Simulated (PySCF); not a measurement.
# Do core-level shifts follow atomic charges?

Compound: C3H3F.
Cartesian coordinates in Å at the GFN2-xTB level; atoms count from 1:
```xyz
7
C3H3F angstrom
C      1.7060    0.1634    0.0295
C      0.5223   -0.0087    0.0099
C     -0.9192   -0.1531   -0.0176
F     -1.5406    1.0724   -0.1111
H      2.7468    0.2929    0.0475
H     -1.2333   -0.7380   -0.8913
H     -1.2787   -0.6241    0.9060
```

Binding energies: delta-SCF UKS SCAN, pcX-2 on the ionised atom, pcseg-1 elsewhere, spin-free X2C (PySCF). Charges: PBE0/pcSseg-1 ground-state density, for the ionised atom.

```
atom             environment  C 1s (eV)  Mulliken (e)  IAO (e)  Hirshfeld (e)  ESP (e)
  C1  terminal alkyne carbon     290.91        -0.280   -0.210         -0.096   -0.479
  C2           alkyne carbon     291.22        +0.018   -0.045         -0.050   +0.085
  C3          sp3 C–F carbon     294.19        +0.259   +0.028         +0.043   +0.063
```

Q: How well does each charge scheme correlate with the binding energies over these sites?

A: Hirshfeld: r = 0.97, slope 24.8 eV per e; Mulliken: r = 0.88, slope 5.9 eV per e; IAO: r = 0.79, slope 11.7 eV per e; ESP: r = 0.54, slope 3.1 eV per e. Hirshfeld charges have the highest r, on only 3 points.

Q: The point-charge model writes a binding energy as kq + V + constant, with V the potential of the other atoms' charges at the site. What does it give with the IAO charges?

A: V = Σ 14.40 eV Å × q/r over all other atoms: +2.61 eV at C1, -0.57 eV at C2, +0.32 eV at C3. Fitting binding energy − V to q gives k = 23.0 eV per e and leaves an rms residual of 0.17 eV, against 0.90 eV for the fit on q alone. The model has no term for differences in relaxation between sites.

Spin contamination (⟨S²⟩ against 0.75 for a pure doublet) is marked for C 1s of C2 (0.85), which makes this value less certain. Isolated species at its GFN2-xTB geometry, gas phase.
